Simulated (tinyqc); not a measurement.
Inside a calculation. Method: Hueckel theory of the pi electrons with the omega technique, for the molecule c1ccsc1 (SMILES; centres numbered as the heavy atoms are written). One step of it, computed by the program tinyqc.

Task: Omega technique, round 1. h_r = h_r(0) + omega q_r, omega = 1.4, with q_r = z_r - P_rr.

Hueckel matrix in units of beta (H = alpha + beta A):
```
          1C        2C        3C        4S        5C
1C  0.000000  1.000000  0.000000  0.000000  1.000000
2C  1.000000  0.000000  1.000000  0.000000  0.000000
3C  0.000000  1.000000  0.000000  0.650000  0.000000
4S  0.000000  0.000000  0.650000  1.000000  0.650000
5C  1.000000  0.000000  0.000000  0.650000  0.000000
```

charge and bond-order matrix P:
```
           1C         2C         3C         4S         5C
1C   1.099007   0.546220  -0.101769  -0.230602   0.792658
2C   0.546220   1.099007   0.792658  -0.230602  -0.101769
3C  -0.101769   0.792658   1.050885   0.449078  -0.396329
4S  -0.230602  -0.230602   0.449078   1.700217   0.449078
5C   0.792658  -0.101769  -0.396329   0.449078   1.050885
```

Centres:

| centre | z_r, pi electrons of the neutral centre | h |
|---|---|---|
| 1C | 1 | 0.000000 |
| 2C | 1 | 0.000000 |
| 3C | 1 | 0.000000 |
| 4S | 2 | 1.000000 |
| 5C | 1 | 0.000000 |

Give: matrix after round 1.

Result:

matrix after round 1:
```
         1C       2C       3C      4S       5C
1C  -0.1386   1.0000   0.0000  0.0000   1.0000
2C   1.0000  -0.1386   1.0000  0.0000   0.0000
3C   0.0000   1.0000  -0.0712  0.6500   0.0000
4S   0.0000   0.0000   0.6500  1.4197   0.6500
5C   1.0000   0.0000   0.0000  0.6500  -0.0712
```
